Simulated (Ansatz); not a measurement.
Cs2AgSbCl6 (Fm-3m, No. 225) was calculated with PBEsol in Ansatz (PAW).

Settings: plane-wave cutoff 520 eV, 6×6×6 k mesh, Fermi–Dirac smearing 0.01 eV, no spin polarisation, scalar-relativistic PAW data made under PBE.

Cell (measured lattice):

```
CELL_PARAMETERS angstrom
      0.00000     5.33200     5.33200
      5.33200     0.00000     5.33200
      5.33200     5.33200     0.00000
ATOMIC_POSITIONS crystal
  Cs 0.25000 0.25000 0.25000
  Cs 0.75000 0.75000 0.75000
  Sb 0.00000 0.00000 0.00000
  Ag 0.50000 0.50000 0.50000
  Cl 0.75373 0.24627 0.24627
  Cl 0.24627 0.75373 0.24627
  Cl 0.24627 0.75373 0.75373
  Cl 0.75373 0.24627 0.75373
  Cl 0.24627 0.24627 0.75373
  Cl 0.75373 0.75373 0.24627
```

Problem. Estimate the band gap, smallest direct gap on the k points sampled and direct gap at Γ that the calculation returns.

Solution. 
- band gap: 1.20 eV
- smallest direct gap on the k points sampled: 2.30 eV
- direct gap at Γ: 3.42 eV

Note: cell and atoms aren't relaxed at this level (largest force component 0.25 eV/Å, pressure -0.4 GPa).

Spin–orbit coupling is not included.

Cost on a shared machine: about 60 core-seconds (a rough figure).

Ansatz is an electronic-structure program.
